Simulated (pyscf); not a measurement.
Thermochemistry of product channels of H₂O + O [triplet] on the triplet surface, in kJ/mol, from ωB97M-D3(BJ)/def2-TZVP energies (ideal gas, 1 atm, RRHO with modes under 100 cm⁻¹ raised to 100, one conformer, R ln 2 for rigid chiral ones). PySCF, gas phase, ωB97X-D3(BJ)/def2-SVP geometries.

```tsv
products	ΔE	ΔH(298 K)	ΔG(298 K)	ΔG(900 K)
OH• + OH•	+69.9	+59.4	+54.9	+44.6
O=O [triplet] + H₂	___	-27.0	-25.2	-23.2
```

Question: Fill in the missing entries.

Answer: 
- O=O [triplet] + H₂, ΔE: -8.6

These are energies of the channels, which say nothing of barriers. Left out: orbital degeneracy and the spin-orbit lowering of OH, O.
